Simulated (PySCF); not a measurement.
## Which basis set comes closest?

Molecule: difluorosilane (SMILES F[SiH2]F).

Cartesian coordinates in Å; atom numbers follow the order of the lines, from 1:
```xyz
5

F    -1.257   -0.941   -0.120
Si    0.000    0.061    0.000
F     1.345   -0.820   -0.117
H    -0.027    0.696    1.336
H    -0.045    1.010   -1.134
```

Geometry PBE0-D3(BJ)/def2-SVP throughout; GIAO in PySCF, gas phase, one conformer, non-relativistic; equivalent atoms averaged; functional PBE0.

Reference values (measured; Pure Appl. Chem., pac-2019-0202, supplement (literature 29Si shifts of SiX4)): δ(Si2) = -28.5 ppm vs TMS. Computed shifts are taken against TMS, calculated as an isolated molecule at each level.

How do the basis sets STO-3G, 6-31G, pcSseg-0, 6-31G*, def2-SVP, cc-pVDZ, pcSseg-1, aug-cc-pVDZ, 6-311+G(2d,p), def2-TZVP, cc-pVTZ, IGLO-III, pcSseg-2, pcSseg-3 perform against the reference? Times are CPU seconds on shared hosts with different chips, so compare them loosely.

## Answers


```
    basis set  functions    Si2  abs. error Si  core-s
       STO-3G         21  -17.7           10.8    0.63
        6-31G         35   34.0           62.5     1.1
     pcSseg-0         35   -0.6           27.9       1
       6-31G*         50    5.2           33.7     1.4
     def2-SVP         56  -19.4            9.1     1.4
      cc-pVDZ         56  -11.3           17.2     1.6
     pcSseg-1         68  -14.8           13.7     2.6
  aug-cc-pVDZ         91   -9.2           19.3     2.5
6-311+G(2d,p)        101  -18.5           10.0     2.8
    def2-TZVP        111  -23.4            5.1     3.2
      cc-pVTZ        122  -14.5           14.0     3.4
     IGLO-III        134  -24.5            4.0     3.4
     pcSseg-2        143  -22.3            6.2     4.2
     pcSseg-3        286  -23.3            5.2      14
```

For 29Si the closest is IGLO-III (4.0 ppm) and the furthest 6-31G (62.5 ppm). Where a smaller basis beats a larger one, errors probably cancel; the largest sets show where the functional converges. One molecule is a small sample, and vibrational and solvent effects are absent from the calculation.

A small basis that lands close on one nucleus may do so by chance; judge by the trend and by all nuclei.
